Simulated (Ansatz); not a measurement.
Take Sn in the diamond structure (space group Fd-3m, No. 227) as the base.

```
Sn
1.0
    0.00000     3.27007     3.27007
    3.27007     0.00000     3.27007
    3.27007     3.27007     0.00000
Sn
2
Cartesian
  1.63504   1.63504   1.63504
  0.00000   0.00000   0.00000
```

Computed with Ansatz (a first-principles code) PBEsol, no spin-orbit coupling.

Now apply this change: full substitution Sn → Ge; the structure is relaxed again.

Measured lattice parameter a: Sn 6.477 Å (static lattice; corrected from measurement; as listed in Daniel Mejia-Rodriguez, S. B. Trickey, Phys. Rev. B (2018)); Ge 5.644 Å (static lattice; corrected from measurement; as listed in Daniel Mejia-Rodriguez, S. B. Trickey, Phys. Rev. B (2018)).

Problem. How well does PBEsol reproduce the measured shift?

Solution. With PBEsol the lattice parameter a moves by -0.864 Å (6.540 → 5.676) against -0.833 Å measured.

Whether these cells are dynamically stable was not tested.
